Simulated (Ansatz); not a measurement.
**GeN⁺, singlet: the ladder up to full CI**

Geometry: a PBE0/def2-TZVP stationary point for this spin. The triplet lies 1.4 eV lower here.

```yaml
atoms:
  - { symbol: Ge, position_ang: [0.0000, 0.0000, 0.0000] }
  - { symbol: N, position_ang: [0.0000, 0.0000, 1.8997] }
```

Basis cc-pVDZ; Ansatz 0.2.0. Only valence electrons are correlated (noble-gas cores and the filled d shells of p-block atoms frozen), which leaves 8 electrons in 26 orbitals. R marks a restricted (for open shells ROHF) determinant, U an unrestricted one. Active spaces: valence = (8e, 8o) chosen from the atoms' valence shells. No spin–orbit coupling is included, and no scalar relativity.

Full CI is exact within this basis and frozen core; it isn't the basis-set limit. The frozen core follows each run's orbitals, which can shift R against U totals by a few meV for light atoms and by up to 0.1 eV past Ca.

The determinant fills πx and πy unequally, so it is a mixture of Σ and Δ, which weighs on every level built on one determinant.

- UHF ⟨S²⟩: 1.007
- T1 diagnostic (RCCSD): 0.0313
- largest doubles amplitude (RCCSD): 0.105

```tsv
level	E − E(full CI) (meV)	share of correlation (%)	wall time
RHF	6123	0.00	–
RMP2	1554	74.62	–
RCCSD	507	91.72	–
RCCSD(T)	259	95.77	5.5 s
BCCD(T)	262	95.72	6 s
RCCSDT*	87	98.59	–
RCCSDT(Q)*	-9	100.14	8.5 s
RCCSDTQ*	4	99.94	12 s (H100)
```

An asterisk marks runs whose energy the program itself flagged as in doubt.

The correlation energy at full CI, counted from RHF, is -6.123 eV. That run took 12 s on 2 threads of AMD EPYC 7R13 with a shared H100 80 GB, shared host over 55,883,796 determinants.

Run but not shown, since their state, orbitals or frozen core can't be matched to the reference's or they repeat it: UHF, UMP2, UCCSD, UCCSD(T), UCCSDT, UCCSDT(Q), UCCSDTQ, CASSCF (valence space), NEVPT2 (valence space), MRCISD (valence space), MRCISD+Q (valence space).

Times hold each run's SCF and search for its determinant on a shared host, so for small cases they say little of a method's own cost; rows without a card ran on 1 thread of AMD EPYC 7R13. Some runs computed forces too.

More than 5 meV below full CI, which no variational method can be: RCCSDT(Q).

Unrestricted levels hold only the spin's projection, and here they fall towards a lower state of higher spin.

The full-CI state has the irrep A1 of C2v, in the program's axes (one component, if the state is degenerate).

Natural occupations of full CI about the gap: 1.967 1.941 1.901 0.982 0.968 0.058 0.057 0.053 0.011 0.011; effectively unpaired electrons, Σ n²(2−n)², 2.09. No single determinant describes this state well, so single-reference rows can miss without a flag.
